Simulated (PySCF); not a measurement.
Gas-phase reaction: 2 CHF + 2 H₂ ⇌ C₂H₅F + HF

Method: PySCF energies (xtb for GFN2) plus ideal-gas RRHO corrections (1 bar). † marks an energy on the PBE0/def2-TZVP geometry and frequencies; other levels use their own. MP2 freezes the core. 6-31G* has spherical d functions here. All species are closed-shell singlets. B3LYP is the form with VWN-RPA correlation. CHF: computed as isolated molecules; such fragments, hydroxides, amides, oligomers or adducts are transient or little studied in the gas. MP2 isn't extrapolated to the basis-set limit; its ΔH°(298 K) is -878.0 kJ in def2-SVP and -883.7 kJ in def2-TZVPP. The harmonic model lacks anharmonicity and excited electronic states, which grow with temperature; levels with a mode under 35 cm⁻¹ are left out. Internal rotation in C₂H₅F is treated as a harmonic vibration of one conformer, which makes the entropy rough.

```json
[
 {"level": "B3LYP/6-31G*", "ΔE electronic, kJ": "-856", "ΔH°(298 K), kJ": "-787", "ΔS°(298 K), J/K": "-270", "ΔG°(1600 K), kJ": "-329"},
 {"level": "B3LYP/def2-TZVP†", "ΔE electronic, kJ": "-882", "ΔH°(298 K), kJ": "-813", "ΔS°(298 K), J/K": "-270", "ΔG°(1600 K), kJ": "-356"},
 {"level": "BLYP/def2-TZVP†", "ΔE electronic, kJ": "-843", "ΔH°(298 K), kJ": "-774", "ΔS°(298 K), J/K": "-270", "ΔG°(1600 K), kJ": "-317"},
 {"level": "GFN2-xTB", "ΔE electronic, kJ": "-962", "ΔH°(298 K), kJ": "-890", "ΔS°(298 K), J/K": "-269", "ΔG°(1600 K), kJ": "-435"},
 {"level": "MP2/def2-SVP†", "ΔE electronic, kJ": "-947", "ΔH°(298 K), kJ": "-878", "ΔS°(298 K), J/K": "-270", "ΔG°(1600 K), kJ": "-421"},
 {"level": "MP2/def2-TZVPP†", "ΔE electronic, kJ": "-953", "ΔH°(298 K), kJ": "-884", "ΔS°(298 K), J/K": "-270", "ΔG°(1600 K), kJ": "-427"},
 {"level": "PBE0/def2-SVP†", "ΔE electronic, kJ": "-951", "ΔH°(298 K), kJ": "-882", "ΔS°(298 K), J/K": "-270", "ΔG°(1600 K), kJ": "-425"},
 {"level": "PBE0/def2-TZVP", "ΔE electronic, kJ": "-942", "ΔH°(298 K), kJ": "-873", "ΔS°(298 K), J/K": "-270", "ΔG°(1600 K), kJ": "-416"},
 {"level": "ωB97M-V/def2-TZVP†", "ΔE electronic, kJ": "-890", "ΔH°(298 K), kJ": "-821", "ΔS°(298 K), J/K": "-270", "ΔG°(1600 K), kJ": "-364"},
 {"level": "ωB97X-V/def2-TZVP†", "ΔE electronic, kJ": "-903", "ΔH°(298 K), kJ": "-834", "ΔS°(298 K), J/K": "-270", "ΔG°(1600 K), kJ": "-377"}
]
```
ΔH° is lowest at GFN2-xTB and highest at BLYP/def2-TZVP†. No reference value is set beside these.
